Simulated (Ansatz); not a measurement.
**Ti₆O: computed properties**

These are results of Ansatz 0.2.0, DFT r2SCAN, scalar-relativistic, plane waves, PAW, not measurements.

Plane waves to 500 eV, a k mesh through Γ of 12×12×4 on the computed 14-atom cell and Gaussian smearing (0.10 eV); no spin polarisation.

The structure is relaxed at this level of theory with its symmetry kept. Whether it is the stable form of this composition wasn't checked.

```cif
data_structure
_symmetry_space_group_name_H-M 'P-31c'
_symmetry_Int_Tables_number 163
_cell_length_a 5.1033
_cell_length_b 5.1033
_cell_length_c 9.4474
_cell_angle_alpha 90.000
_cell_angle_beta 90.000
_cell_angle_gamma 120.000
_cell_volume 213.08
loop_
_atom_site_label
_atom_site_type_symbol
_atom_site_symmetry_multiplicity
_atom_site_Wyckoff_symbol
_atom_site_fract_x
_atom_site_fract_y
_atom_site_fract_z
_atom_site_occupancy
Ti1 Ti 12 i 0.66830 0.00505 0.11903 1
O1 O 2 d 0.33333 0.66667 0.75000 1
```

Q: Formation energy from the elements' standard states (uncorrected)?

A: -0.901 eV/atom.

Q: Density of states at the Fermi level?

A: 7.69 states/eV per cell.

Q: Löwdin character within 0.5 eV of the Fermi level?

A: Ti 3d 92 %, unprojected 4 %.

Q: Bulk modulus?

A: 141 GPa.

Q: Its pressure derivative?

A: 3.8.

Spin polarisation was left out, and a magnetic state may lie lower.

A ferromagnetic start lost its moments in a first run, so spin was left out; other magnetic orders weren't tried.

Cost: 9 runs of about 110 core-minutes in all, on Intel Xeon Platinum 8488C (Sapphire Rapids) (shared hosts).